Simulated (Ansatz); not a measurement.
# SiOF (quartet): the correlation ladder, def2-TZVPP

An exercise on one series of results from a longer session: the logs are not shown, and one member is left open.

Method: def2-TZVPP, core rule «outside noble gas», up to 7 orbitals frozen; program: Ansatz 0.2.0, Gaussian basis.

Plan: UHF; ROHF; CCSD(T) on UHF.

2 further runs of the same task are left out: 2 set aside as unsound or not needed.

### The system

The geometry is a PBE0/def2-TZVP stationary point (not a proven minimum) of the parent state, kept for this charge and spin.

3 atoms, charge 0, spin multiplicity 4.

Atoms are counted from 1 here; the program's logs count them from 0.

Bond lengths: F1–Si2 1.587 Å, Si2–O3 1.520 Å. Angles: F1–Si2–O3 126.9°.

The first run:

in.yaml

```yaml
crystal:
  periodic: [false, false, false]
  atoms:
    - {symbol: F, position_ang: [0.000000, -0.279589, 1.346482]}
    - {symbol: Si, position_ang: [0.000000, 0.382864, -0.095161]}
    - {symbol: O, position_ang: [0.000000, -0.340087, -1.431827]}
basis:
  gaussian: {orbitals: def2-TZVPP}
magnetization: {spin_polarized: true, initial_magnetization: 3}
hamiltonian: {xc: hf}
output: {orbitals: {seedname: orbitals}}
```

Started as:

```console
$ ansatz run in.yaml --threads 1 --pin off --events-out ev --progress --plain --max-ram 4096MiB --backend cpu
```

Among the steps run: UHF; ROHF; CCSD(T) on UHF.

One of the session's tables, all rows but one given; the rest of the session is left out.

| method | from UCCSD(T) (meV) |
| --- | --- |
| ROHF | +14503.9 |
| UHF | +14337.6 |
| UMP2 | +897.6 |
| UCCSD | ? |
| UCCSD(T) | 0 |

**Question.** Estimate the row for UCCSD.

As computed: from UCCSD(T) (meV): +422.5. In the column «from UCCSD(T) (meV)» it lies between UCCSD(T) (0) and UMP2 (+897.6).
